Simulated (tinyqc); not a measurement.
Pariser-Parr-Pople SCF with singles CI, for the molecule Nc1cnc[nH]1 (SMILES; centres numbered as the heavy atoms are written), step by step. One step of it, computed by the program tinyqc.

Task: Iteration 2: Fock matrix. F_rr = H_rr + P_rr gamma_rr / 2 + sum_(s != r) P_ss gamma_rs; F_rs = H_rs - P_rs gamma_rs / 2; E = tr P (H + F) / 2 + core repulsion sum_(r<s) z_r z_s gamma_rs.

P after iteration 1, lower triangle:
```
           1N         2C         3C         4N        5C        6N
1N   1.812498
2C   0.404277   1.118448
3C  -0.286094   0.655490   1.176382
4N   0.042283  -0.129275   0.591698   1.235946
5C   0.157459  -0.307294  -0.269764   0.704897  1.137383
6N  -0.249502   0.520897  -0.150937  -0.274028  0.532044  1.519344
```

core matrix H (eV), lower triangle:
```
            1N          2C          3C          4N          5C          6N
1N  -50.414494
2C   -2.240000  -48.362769
3C    0.000000   -2.390000  -42.930249
4N    0.000000    0.000000   -2.510000  -44.268060
5C    0.000000    0.000000    0.000000   -2.510000  -42.765800
6N    0.000000   -2.240000    0.000000    0.000000   -2.240000  -54.828457
```

repulsion gamma_rs (eV), lower triangle:
```
           1N         2C         3C         4N         5C         6N
1N  16.800000
2C   5.923040  11.130000
3C   4.083612   5.344818  11.130000
4N   3.122249   4.121190   5.477600  12.300000
5C   3.094432   4.046371   4.045936   5.476893  11.130000
6N   4.295580   5.922155   4.367335   4.423940   5.923867  16.800000
```

Centres (angstrom, eV; a flat drawing with bonds scaled to 1.40 angstrom):
```
centre          x          y  core charge z          W   gamma_rr
1N       2.159000   0.000000              2  25.600000  16.800000
2C       0.759000   0.000000              1  11.160000  11.130000
3C      -0.064000   1.133000              1  11.160000  11.130000
4N      -1.395000   0.700000              1  14.100000  12.300000
5C      -1.395000  -0.700000              1  11.160000  11.130000
6N      -0.064000  -1.133000              2  25.600000  16.800000
```

Give: F; pi energy.

Result:

F (eV), lower triangle:
```
         1N       2C       3C       4N       5C        6N
1N  -9.8561
2C  -3.4373  -6.4219
3C   0.5841  -4.1417  -4.9970
4N  -0.0660   0.2664  -4.1305  -7.0040
5C  -0.2436   0.6217   0.5457  -4.4403  -5.7729
6N   0.5359  -3.7824   0.3296   0.6061  -3.8159  -10.3135
```

pi energy = -125.5005 eV
